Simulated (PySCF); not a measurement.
The same gas-phase reaction for Si, Ge, Sn:
- SiH2 + 3 Cl → SiHCl3 + H
- GeH2 + 3 Cl → GeHCl3 + H
- SnH2 + 3 Cl → SnHCl3 + H

Computed with PySCF (xtb for GFN2) and rigid-rotor harmonic-oscillator thermochemistry at 1 bar. † marks an energy on the PBE0/def2-TZVP geometry and frequencies; other levels use their own. CCSD(T) freezes the core. Open shells (unrestricted): Cl (multiplicity 2), H (multiplicity 2); the rest are closed-shell singlets. GFN2 has no spin-polarisation term. Spin-orbit splitting is ignored; it lowers the true energy and changes the entropy of Cl. B3LYP is the form with VWN-RPA correlation. Sn: scalar-relativistic def2 core potential, no spin-orbit coupling. Ge: all electrons, no relativistic terms. GeH2, SnH2, SnHCl3: computed as isolated molecules; such fragments, hydroxides, amides, oligomers or adducts are transient or little studied in the gas. CCSD(T) isn't extrapolated to the basis-set limit.

ΔH°(298 K) in kJ, by level:

```json
[
 {"level": "ωB97M-V/def2-TZVP†", "Si": "-919.6", "Ge": "[?]", "Sn": "-739.1"},
 {"level": "CCSD(T)/def2-TZVPP†", "Si": "-868.5", "Ge": "[?]", "Sn": "-694.6"},
 {"level": "GFN2-xTB", "Si": "-781.0", "Ge": "[?]", "Sn": "-525.2"},
 {"level": "PBE/def2-SVP", "Si": "-914.0", "Ge": "[?]", "Sn": "-737.6"},
 {"level": "B3LYP/def2-TZVP†", "Si": "-847.0", "Ge": "-704.7", "Sn": "-664.8"},
 {"level": "PBE0/def2-TZVP", "Si": "-921.3", "Ge": "[?]", "Sn": "-734.2"}
]
```

**Question.** Fill in the missing entries.

**Answer.** 
- ωB97M-V/def2-TZVP†, Ge: -775.7
- CCSD(T)/def2-TZVPP†, Ge: -746.1
- GFN2-xTB, Ge: -682.0
- PBE/def2-SVP, Ge: -789.1
- PBE0/def2-TZVP, Ge: -781.0
